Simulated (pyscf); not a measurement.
Single points on ωB97X-D3(BJ)/def2-SVP structures (PySCF, gas phase). MP2 and CC: frozen core, UHF for open shells. ΔMP2 is the change of the MP2 total energy from the triple- to the quadruple-zeta basis.

SMILES: [Cl][InH][Cl]
```xyz
4

Cl     1.8494     2.0215    -0.5490
In     0.2017     0.3866    -0.4012
Cl    -0.2892    -0.1604     1.8055
H     -0.5557    -0.3228    -1.7439
```
Charge 0, spin multiplicity 1.

What are the homolytic bond dissociation enthalpies (298 K) of Cl–InH–Cl at CCSD(T)/def2-TZVPP + ΔMP2(QZVPP), weakest first?

H–In to [Cl–In–Cl]• + H•: 68.7 kcal/mol; Cl–In to Cl• + [Cl–InH]•: 92.5 kcal/mol. Ring and multiple bonds, and those that leave no two simple radicals, are not listed. The radicals are drawn with the spin at the cut bond; how far it spreads was not checked. The CCSD(T) − MP2 part came from Ansatz, without density fitting, on the same reference. The frozen core leaves the outer d or s,p core shells of the metals and heavy elements correlated in the MP2 and CC values, and def2-TZVPP describes them poorly, which can shift differences by a few kcal/mol. Left out: the spin-orbit lowering of Cl. Elements past Kr carry the def2 core potentials, without spin-orbit coupling.
